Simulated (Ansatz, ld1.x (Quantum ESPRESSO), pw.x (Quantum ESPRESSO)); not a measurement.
gold (sc): variants of one RRKJ potential in the solid

| Quantity | Value |
| --- | --- |
| Element | gold (Au) |
| Generator | ld1.x (Quantum ESPRESSO) 7.5 |
| Type | norm-conserving RRKJ (Kleinman–Bylander form) |
| Functional | LDA (PW92) |
| Relativity | scalar-relativistic |
| Frozen core | [Xe] 4f14 |
| Valence charge | 11 |
| Reference configuration | 5d10 6s1 6p0 |
| Partial waves | 6p (bound, empty): rc 2.60 bohr; 5d (bound): rc 2.40 bohr; 6s (bound): rc 1.95 bohr |
| Local potential | the s channel |
| Core correction | none |
| rho0 | 0.02 |

Crystal test: sc Au in pw.x 7.5, no spin, 12³ k-points, Fermi–Dirac smearing 0.01 Ry, cutoffs set for each file from its atomic test. The reference is all-electron LAPW (Ansatz 0.2.0) with the same functional, mesh and smearing; V0 and B0 come from Birch–Murnaghan fits to the pressures at five volumes. Errors are pseudo minus all-electron; Δ is the rms difference of the E(V) curves that follow from these fits, minima aligned, over ±6 % about the mean V0. Mesh and smearing are coarse, so the numbers serve the comparison and aren't converged zero-temperature values; the lattice is a test structure that the element need not adopt.

All-electron: a0 = 2.667 Å (V0 = 18.97 Å³/atom), B0 = 148.3 GPa.

Base: This is a poor potential for the solid.

2 further variants are left out: they gave no file fit for a test, a broken result, the same result as the base, or pressures whose basis-set error rivals the error shown.

| change | cutoffs (Ry) | pw.x | a0 (Å) | a0 error (%) | B0 error (%) | Δ (meV/atom) | mean pressure error (GPa) |
| --- | --- | --- | --- | --- | --- | --- | --- |
| base | 50/200 | converged | 2.693 | +0.95 | -4.0 | 17.5 | +4.43 |
| wave 6p (bound): rc 2.60 bohr becomes 6p (bound): rc 2.18 bohr | 50/200 | converged | 2.691 | +0.91 | -3.0 | 16.8 | +4.28 |
| wave 6p (bound): rc 2.60 bohr becomes 6p (bound): rc 3.66 bohr | 50/200 | converged | 2.691 | +0.88 | -3.9 | 16.1 | +4.05 |

**Question.** Give the row for: wave 6p (bound): rc 2.60 bohr becomes 6p (bound): rc 3.44 bohr.

**Answer.** pw.x: converged; mean pressure error (GPa): +4.11; a0 (Å): 2.691; a0 error (%): +0.89; B0 error (%): -4.1; Δ (meV/atom): 16.3.
